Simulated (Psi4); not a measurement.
# A workflow on C2H5Si (SMILES C=C[SiH2])

We compute a series of 9 runs (UM06-2X/def2-SVP) of C2H5Si. 

The calculation is run with Psi4 1.11.

## 1. The molecule

C2H5Si has 8 atoms, charge 0, and is taken as a doublet. SMILES: `C=C[SiH2]`. The shape is that of a PBE0-D4/def2-TZVP optimisation.

Bond lengths: C1–C2 1.338 Å, C2–Si3 1.837 Å, C1–H4 1.086 Å, C1–H5 1.086 Å, C2–H6 1.089 Å, Si3–H7 1.487 Å, Si3–H8 1.487 Å. Angles: C1–C2–Si3 124.1°, C1–C2–H6 118.0°, Si3–C2–H6 117.8°, C2–C1–H4 121.8°, C2–C1–H5 122.0°, C2–Si3–H7 112.1°, C2–Si3–H8 113.3°, H4–C1–H5 116.2°, H7–Si3–H8 112.2°.

## 2. The energy at UM06-2X/def2-SVP (density fitting) (run 1)

The input, input.in:

```
memory 1.6 GB

molecule mol {
  0 2
  C     -0.408600     0.930200    -0.877900
  C     -0.357700     0.348900     0.326600
  Si     0.886400    -0.913500     0.807600
  H      0.266200     0.644900    -1.679900
  H     -1.129000     1.708400    -1.111700
  H     -1.056700     0.689200     1.089200
  H      1.531500    -1.544100    -0.375100
  H      0.360000    -1.921200     1.765400
  symmetry c1
}

set {
  basis     def2-SVP
  reference uks
}

energy_value = energy("m06-2x")
```

Launch:

```
$ psi4 -i input.in -o input.out -n 1
```

input.out:

```text
[...]
  Running in c1 symmetry.
[...]
  Nuclear repulsion =   90.643212233150905
[...]
  Multiplicity = 2
[...]
  Nalpha       = 16
  Nbeta        = 15
[...]
    Number of basis functions: 71
[...]
   @DF-UKS iter   1:  -368.17243041327811   -3.36447e-01   8.50958e-03 DIIS/ADIIS
[...]
   @DF-UKS iter  11:  -368.41746395474826   -1.17259e-07   6.67127e-07 DIIS
[...]
   @S^2 Observed:                7.580264887E-01
[...]
  @DF-UKS Final Energy:  -368.41746395474826
   => Energetics <=
    Nuclear Repulsion Energy =             90.6432122331509049
    One-Electron Energy =                -685.8882966143132762
    Two-Electron Energy =                 242.8090274003766922
    DFT Exchange-Correlation Energy =     -15.9814069739626596
    Empirical Dispersion Energy =           0.0000000000000000
    VV10 Nonlocal Energy =                  0.0000000000000000
    Total Energy =                       -368.4174639547482570
[...]
 Multipole Moments:
 ------------------------------------------------------------------------------------
     Multipole            Electronic (a.u.)      Nuclear  (a.u.)        Total (a.u.)
 ------------------------------------------------------------------------------------
 L = 1.  Multiply by 2.5417464519 to convert [e a0] to [Debye]
 Dipole X            :          1.1715065           -1.2933106           -0.1218041
 Dipole Y            :         -0.2770646            0.4620065            0.1849419
 Dipole Z            :          1.4829911           -1.5687222           -0.0857311
 Magnitude           :                                                    0.2374649
[...]
```

It took 17 s on 1 thread of Intel Xeon Platinum 8259CL at 2.50GHz (Skylake/Cascade Lake), shared host; peak memory 0.99 GiB.

## 3. The distorted shape: a single-point energy at UM06-2X/def2-SVP (density fitting) (run 2)

The input, calc.in:

```
memory 1600 MB

molecule mol {
  0 2
  C
  C 1 r2
  Si 2 r3 1 a3
  H 1 r4 2 a4 3 d4
  H 1 r5 4 a5 2 d5
  H 2 r6 1 a6 5 d6
  H 3 r7 2 a7 6 d7
  H 3 r8 7 a8 2 d8

  r2 = 1.338402
  r3 = 1.836518
  a3 = 124.05698
  r4 = 1.086257
  a4 = 121.7862
  d4 = 3.40309
  r5 = 1.085925
  a5 = 116.19139
  d5 = -179.64586
  r6 = 1.08902
  a6 = 118.03917
  d6 = -0.9762
  r7 = 1.2644
  a7 = 112.14524
  d7 = 165.10569
  r8 = 1.486586
  a8 = 112.23944
  d8 = 128.82476
  units angstrom
  symmetry c1
}

set {
  basis     def2-SVP
  reference uks
}

set reference uhf
set stability_analysis follow
set max_attempts 5
energy("scf")
set reference uks
set stability_analysis none
set guess read
set guess_mix false

e = energy("m06-2x")
```

Launch:

```
$ psi4 calc.in calc.out -n 1
```

calc.out:

```text
[...]
  Running in c1 symmetry.
[...]
  Nuclear repulsion =   91.659319268008815
[...]
  Multiplicity = 2
[...]
  Nalpha       = 16
  Nbeta        = 15
[...]
    Number of basis functions: 71
[...]
   @DF-UHF iter   1:  -367.22249990501882   -5.80595e-01   5.05106e-03 ADIIS/DIIS
[...]
   @DF-UKS iter   9:  -368.39406918784431   -3.33866e-08   3.68838e-07 DIIS
[...]
   @S^2 Observed:                7.582084058E-01
[...]
  @DF-UKS Final Energy:  -368.39406918784431
   => Energetics <=
    Nuclear Repulsion Energy =             91.6593192680088151
    One-Electron Energy =                -687.9244833203531471
    Two-Electron Energy =                 243.8821069313509042
    DFT Exchange-Correlation Energy =     -16.0110120668509417
    Empirical Dispersion Energy =           0.0000000000000000
    VV10 Nonlocal Energy =                  0.0000000000000000
    Total Energy =                       -368.3940691878443090
[...]
 Multipole Moments:
 ------------------------------------------------------------------------------------
     Multipole            Electronic (a.u.)      Nuclear  (a.u.)        Total (a.u.)
 ------------------------------------------------------------------------------------
 L = 1.  Multiply by 2.5417464519 to convert [e a0] to [Debye]
 Dipole X            :          0.9210455           -0.9041694            0.0168761
 Dipole Y            :         -0.8938178            0.9665948            0.0727770
 Dipole Z            :          1.3724656           -1.5634955           -0.1910299
 Magnitude           :                                                    0.2051188
[...]
```

Wall time 16 s (1 thread of Intel Xeon Platinum 8259CL at 2.50GHz (Skylake/Cascade Lake), shared host); peak memory 1 GiB.

## 4. The distorted shape: a single-point energy at UM06-2X/def2-SVP (density fitting) (run 3)

The input, calc.inp:

```
memory 1600 MB

molecule {
  0 2
  C     -0.95500144     1.93657244    -1.32374181
  C     -0.85881438     0.83807464     0.95243331
  Si     1.49219389    -1.54751562     1.86139157
  H      0.32018575     1.39743357    -2.83930216
  H     -2.31636014     3.40715731    -1.76555978
  H     -2.17973294     1.48114844     2.39353845
  H      2.89411556    -2.91792611    -0.70883627
  H      0.49744206    -3.45179264     3.67137125
  units bohr
  symmetry c1
}

set globals {
  reference uks
}

set reference uhf
set stability_analysis follow
set max_attempts 5
energy("scf/def2-SVP")
set reference uks
set stability_analysis none
set guess read
set guess_mix false

result, w = energy("m06-2x/def2-SVP", return_wfn=True)
print_variables()
```

Launch:

```
$ psi4 -i calc.inp -o calc.out -n 1
```

calc.out:

```text
[...]
  Running in c1 symmetry.
[...]
  Nuclear repulsion =   89.862249093939084
[...]
  Multiplicity = 2
[...]
  Nalpha       = 16
  Nbeta        = 15
[...]
    Number of basis functions: 71
[...]
   @DF-UHF iter   1:  -367.22318535222126   -7.36735e-01   5.19734e-03 ADIIS/DIIS
[...]
   @DF-UKS iter   9:  -368.40516887513786   -4.85431e-08   4.18907e-07 DIIS
[...]
   @S^2 Observed:                7.577820319E-01
[...]
  @DF-UKS Final Energy:  -368.40516887513786
   => Energetics <=
    Nuclear Repulsion Energy =             89.8622490939390843
    One-Electron Energy =                -684.2261654406249818
    Two-Electron Energy =                 241.9178223167835995
    DFT Exchange-Correlation Energy =     -15.9590748452355644
    Empirical Dispersion Energy =           0.0000000000000000
    VV10 Nonlocal Energy =                  0.0000000000000000
    Total Energy =                       -368.4051688751378606
[...]
 Multipole Moments:
 ------------------------------------------------------------------------------------
     Multipole            Electronic (a.u.)      Nuclear  (a.u.)        Total (a.u.)
 ------------------------------------------------------------------------------------
 L = 1.  Multiply by 2.5417464519 to convert [e a0] to [Debye]
 Dipole X            :          1.0030450           -1.2106510           -0.2076060
 Dipole Y            :         -0.1265765            0.3812049            0.2546285
 Dipole Z            :          1.7146266           -1.7202677           -0.0056411
 Magnitude           :                                                    0.3285844
[...]
```

It took 16 s on 1 thread of Intel Xeon Platinum 8259CL at 2.50GHz (Skylake/Cascade Lake), shared host; peak memory 1 GiB.

Runs 4 to 8 aren't shown in full; the table further down has their settings and results.

## 5. The distorted shape: the energy at UM06-2X/def2-SVP (density fitting) (run 9)

The input, c2h5si.inp:

```
memory 1600 MB

molecule mol {
  0 2
  C     -1.698786     2.191386     1.487474
  C     -1.647886     1.610086     2.691974
  Si    -0.403786     0.347686     3.172974
  H     -1.023986     1.906086     0.685474
  H     -2.419186     2.969586     1.253674
  H     -2.346886     1.950386     3.454574
  H      1.531500    -1.544100    -0.375100
  H     -0.930186    -0.660014     4.130774
  symmetry c1
}

set {
  basis def2-SVP
  reference uks
  level_shift 0.3
  level_shift_cutoff 1e-09
  d_convergence 1e-06
  maxiter 150
}

set reference uhf
set stability_analysis follow
set max_attempts 5
energy("scf")
set reference uks
set stability_analysis none
set guess read
set guess_mix false

result, w = energy("m06-2x", return_wfn=True)
```

Launch:

```
$ psi4 -i c2h5si.inp -o c2h5si.out -n 1
```

c2h5si.out:

```text
[...]
  Running in c1 symmetry.
[...]
  Nuclear repulsion =   86.085315490645016
[...]
  Multiplicity = 2
[...]
  Nalpha       = 16
  Nbeta        = 15
[...]
    Number of basis functions: 71
[...]
   @DF-UHF iter   1:  -367.09240325177836   -8.15816e-01   5.21929e-03 DIIS/ADIIS/SHIFT
[...]
   @DF-UKS iter  45:  -368.29128306801317   -7.00931e-09   9.06969e-07 DIIS/SHIFT
[...]
   @S^2 Observed:                7.726484156E-01
[...]
  @DF-UKS Final Energy:  -368.29128306801317
   => Energetics <=
    Nuclear Repulsion Energy =             86.0853154906450158
    One-Electron Energy =                -676.6925798761429860
    Two-Electron Energy =                 238.2559174588052997
    DFT Exchange-Correlation Energy =     -15.9399361413204357
    Empirical Dispersion Energy =           0.0000000000000000
    VV10 Nonlocal Energy =                  0.0000000000000000
    Total Energy =                       -368.2912830680131151
[...]
 Multipole Moments:
 ------------------------------------------------------------------------------------
     Multipole            Electronic (a.u.)      Nuclear  (a.u.)        Total (a.u.)
 ------------------------------------------------------------------------------------
 L = 1.  Multiply by 2.5417464519 to convert [e a0] to [Debye]
 Dipole X            :         -0.4153817           -0.1911952           -0.6065770
 Dipole Y            :          0.9514026           -0.6153361            0.3360665
 Dipole Z            :          3.5264607           -3.5892952           -0.0628345
 Magnitude           :                                                    0.6962934
[...]
```

Run time: 54 s. Hardware: 1 thread of Intel Xeon Platinum 8259CL at 2.50GHz (Skylake/Cascade Lake), shared host; peak memory 0.93 GiB.

## 6. The series

```csv
run,start,level shift,partner,energy (Eh),dipole moment (D),HOMO energy (eV),LUMO energy (eV),wall time
1,–,–,base,-368.417464,0.60,-6.50,-1.67,17 s
2,stable UHF solution,–,Si3–H7 1.26 Å,-368.394069,0.52,-6.45,-1.67,16 s
3,stable UHF solution,–,Si3–H7 1.71 Å,-368.405169,0.84,-6.56,-1.71,16 s
4,stable UHF solution,–,Si3–H7 1.93 Å,-368.380499,1.20,-6.65,-1.79,16 s
5,stable UHF solution,–,Si3–H7 2.23 Å,-368.344854,1.79,-6.74,-1.94,18 s
6,stable UHF solution,–,Si3–H7 2.68 Å,-368.306519,2.12,-6.84,-2.06,17 s
7,stable UHF solution,–,Si3–H7 3.27 Å,-368.293365,1.84,-6.73,-2.01,20 s
8,stable UHF solution,–,Si3–H7 4.46 Å,not converged,–,–,–,1.8 min
9,stable UHF solution,0.3,Si3–H7 4.46 Å,-368.291283,1.77,-6.60,–,54 s
```

## 7. Results

```
                                                          quantity          value
                              distorted shape, run 9: total energy  -368.29128 Eh
                             distorted shape, run 9: dipole moment         1.77 D
        distorted shape, run 9: HOMO energy (highest over α and β)       -6.60 eV
                                      distorted shape, run 9: ⟨S²⟩          0.773
energy change with the Si3–H7 bond stretched from 1.487 to 1.934 Å       1.006 eV
energy change with the Si3–H7 bond stretched from 1.487 to 1.711 Å       0.335 eV
energy change with the Si3–H7 bond stretched from 1.487 to 2.677 Å       3.019 eV
energy change with the Si3–H7 bond shortened from 1.487 to 1.264 Å       0.637 eV
energy change with the Si3–H7 bond stretched from 1.487 to 3.272 Å       3.377 eV
energy change with the Si3–H7 bond stretched from 1.487 to 4.462 Å       3.434 eV
energy change with the Si3–H7 bond stretched from 1.487 to 2.231 Å       1.976 eV
```

In words: With the Si3–H7 bond stretched from 1.487 to 1.934 Å the energy rises by 1.01 eV (97 kJ/mol). The first shape isn't relaxed at this level, so the change isn't measured from a minimum. With the Si3–H7 bond stretched from 1.487 to 1.711 Å the energy rises by 0.33 eV (7.7 kcal/mol). With the Si3–H7 bond stretched from 1.487 to 2.677 Å the energy rises by 3.02 eV (70 kcal/mol). With the Si3–H7 bond shortened from 1.487 to 1.264 Å the energy rises by 0.64 eV (61.4 kJ/mol). With the Si3–H7 bond stretched from 1.487 to 3.272 Å the energy rises by 3.38 eV (78 kcal/mol). With the Si3–H7 bond stretched from 1.487 to 4.462 Å the energy rises by 3.43 eV (331 kJ/mol). The lowest energy is that of run 1; the highest lies 3.434 eV above it. Spin contamination of the reference: run 7 ⟨S²⟩ = 0.96, run 6 ⟨S²⟩ = 0.96. All runs together took 4.7 min, the longest 1.8 min. 1 of the 9 runs did not end normally.
